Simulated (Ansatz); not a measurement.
Reaction (SMILES): CC([NH3+])=O -> NC(=[OH+])C

Quantity: isomerisation energy (enthalpy at 298 K), in kcal/mol. Terms: LANL2DZ all-electron up to Ne; frozen cores in correlated levels; non-relativistic; 6-311+G** with 5d; spin-orbit terms left out; six Cartesian d functions in 6-31G* and its kin unless marked 5d; dispersion terms only where a functional's name holds one. CBS marks a two-point X^-3 extrapolation of the correlation energy; Hartree-Fock from the larger set. [CCSD(T)-MP2]/basis is that difference in the basis named. Ab initio and DFT rows: single points at B3LYP-D3(BJ) geometries (Ansatz, a quantum-chemistry and plane-wave program), with unscaled harmonic terms from B3LYP/6-31G* at its own minima.

Coupled cluster (Ansatz) is a level with limits of its own, used here on species with T1 under 0.025 (0.045 for open shells) and stable references: RI-MP2/CBS(cc-pVTZ,cc-pVQZ)+[CCSD(T)-MP2]/cc-pVTZ.

Value to compare with, RI-MP2/CBS(cc-pVTZ,cc-pVQZ)+[CCSD(T)-MP2]/cc-pVTZ (Ansatz): -13.9 kcal/mol.

```
level                            program  isomerisation energy (enthalpy at 298 K) (kcal/mol)  difference
------------------------  --------------  ---------------------------------------------------  ----------
HF/6-311+G**                      Ansatz                                                -18.4        -4.5
SVWN5/6-31G*                      Ansatz                                                -14.6        -0.7
PBE/LANL2DZ                       Ansatz                                                -11.6         2.3
PBE/6-31G*                        Ansatz                                                -10.4         3.5
PBE/6-311+G**                     Ansatz                                                -12.1         1.8
BLYP/6-31G*                       Ansatz                                                 -9.1         4.8
B3LYP/STO-3G                      Ansatz                                                 -3.0        10.9
B3LYP/6-31G                       Ansatz                                                -12.9         1.0
B3LYP/6-31G*                      Ansatz                                                -11.7         2.2
B3LYP/6-31+G*                     Ansatz                                                -11.5         2.4
B3LYP/6-31G**                     Ansatz                                                -14.2        -0.3
B3LYP/cc-pVDZ                     Ansatz                                                -14.2        -0.3
B3LYP/6-311+G**                   Ansatz                                                -13.2         0.7
MP2/6-311+G**                     Ansatz                                                -10.0         3.9
B3LYP/def2-TZVPD                  Ansatz                                                -14.7        -0.8
wB97X-V/def2-TZVPD                Ansatz                                                -15.5        -1.6
B2PLYP-D3(BJ)/def2-TZVPD  Ansatz + dftd3                                                -13.6         0.3
```

Among the 14 habitual levels, B3LYP/STO-3G lies farthest from RI-MP2/CBS(cc-pVTZ,cc-pVQZ)+[CCSD(T)-MP2]/cc-pVTZ (Ansatz) (10.9 kcal/mol); 10 of 14 lie above it, and their mean absolute difference is 2.8 kcal/mol, the median 2.2. One case shows no general order.

The levels are drawn from those run, B3LYP/6-31G* more often than the rest, none by its result; runs whose electronic state is in doubt are left out.
